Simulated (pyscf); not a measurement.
## Four-centre exchange: H₂N–SiH₂–Cl + hydrogen (H₂) → H₂N–SiH₂–Cl + hydrogen (H₂)

Gas phase, singlet surface, charge 0. Bonds broken: N1–H4, H8–H9. Bonds formed: N1–H8, H4–H9. Optimised with ωB97X-D3(BJ)/def2-SVP in PySCF.

Transition state (Å):

```xyz
9

N      0.7240    -0.3603    -0.0616
Si     0.1178     1.1408     0.7201
Cl    -0.8943     2.1762    -0.7166
H      0.0894    -0.9891    -0.7453
H      1.2682    -1.0121     0.5132
H      1.2801     1.9226     1.1983
H     -0.7943     0.7603     1.8218
H      1.1929    -0.3668    -1.0842
H      0.5926    -1.2324    -2.0884
```

One imaginary mode, 1896i cm⁻¹; descent along it reached the two sides named.

| bond | change | reactant side (Å) | saddle | product side |
|---|---|---|---|---|
| N1–H4 | breaks | 1.015 | 1.125 | 3.1 |
| H8–H9 | breaks | 0.761 | 1.455 | 3.2 |
| N1–H8 | forms | 3.2 | 1.125 | 1.015 |
| H4–H9 | forms | 3.7 | 1.455 | 0.761 |

Electronic energies relative to the separated reactants (kJ/mol):

```json
[
 {"level": "ωB97X-D3(BJ)/def2-TZVP", "barrier": "321.5", "reaction energy": "0.0", "reverse barrier": "321.5"},
 {"level": "PBE/def2-TZVP", "barrier": "288.4", "reaction energy": "0.0", "reverse barrier": "288.4"},
 {"level": "r²SCAN/def2-TZVP", "barrier": "307.1", "reaction energy": "0.0", "reverse barrier": "307.1"},
 {"level": "B3LYP-D3(BJ)/def2-TZVP", "barrier": "310.5", "reaction energy": "0.0", "reverse barrier": "310.5"},
 {"level": "PBE0-D3(BJ)/def2-TZVP", "barrier": "302.5", "reaction energy": "0.0", "reverse barrier": "302.5"},
 {"level": "M06-2X/def2-TZVP", "barrier": "328.2", "reaction energy": "0.0", "reverse barrier": "328.2"},
 {"level": "ωB97M-D3(BJ)/def2-TZVP", "barrier": "313.5", "reaction energy": "0.0", "reverse barrier": "313.5"},
 {"level": "HF/def2-TZVP", "barrier": "372.9", "reaction energy": "0.0", "reverse barrier": "372.9"}
]
```

With ωB97M-D3(BJ)/def2-TZVP energies and thermal terms (ideal gas, 1 atm, RRHO with modes under 100 cm⁻¹ raised to 100, one conformer, R ln 2 for chiral ones without a mode under 150 cm⁻¹), in kJ/mol:

```csv
T (K),ΔH‡,ΔG‡,ΔH,ΔG
298,307.6,341.3,0.0,0.0
600,304.3,376.9,0.0,0.0
900,304.0,413.4,0.0,0.0
1200,305.4,449.6,0.0,0.0
```

The same reactants have a lower exit, to H₂N–SiH₃ + HCl (barrier +204.4 kJ/mol at ωB97M-D3(BJ)/def2-TZVP, against +313.5 kJ/mol here). Another saddle between the same species, by other bonds, lies lower (253.3 kJ/mol against 313.5 kJ/mol at ωB97M-D3(BJ)/def2-TZVP).
